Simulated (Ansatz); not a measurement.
# 2H WSe₂

Level of theory: PBE (Ansatz, a program for electronic structure, plane waves, PAW).

Numerical settings: plane-wave cutoff 520 eV, 12×12×4 k mesh (along the axes of the cell as run), no spin polarisation, scalar-relativistic PAW data made under PBE.

Cell (measured lattice):

```
WSe2
1.0
    3.28200     0.00000     0.00000
   -1.64100     2.84230     0.00000
    0.00000     0.00000    12.96000
W Se
2 4
Direct
  0.66667   0.33333   0.75000
  0.33333   0.66667   0.25000
  0.66667   0.33333   0.11997
  0.33333   0.66667   0.61997
  0.33333   0.66667   0.88003
  0.66667   0.33333   0.38003
```

```
Item                                         Value
----------------------------------------  --------
elastic constant C11                       204 GPa
elastic constant C12                      42.7 GPa
elastic constant C13                      17.1 GPa
elastic constant C33                      61.6 GPa
elastic constant C44                      18.9 GPa
elastic constant C66                      80.8 GPa
Voigt–Reuss–Hill bulk modulus             58.9 GPa
polycrystal shear modulus (Hill average)  40.7 GPa
Young modulus                             99.2 GPa
Poisson ratio                                0.219
```

Note: the cell isn't this level's own, so it is under some stress, which shifts stiffness and frequencies.

Elastic constants are with the ions relaxed.

Spin–orbit coupling is not included.

Computing time: about 50 core-minutes (a rough figure).
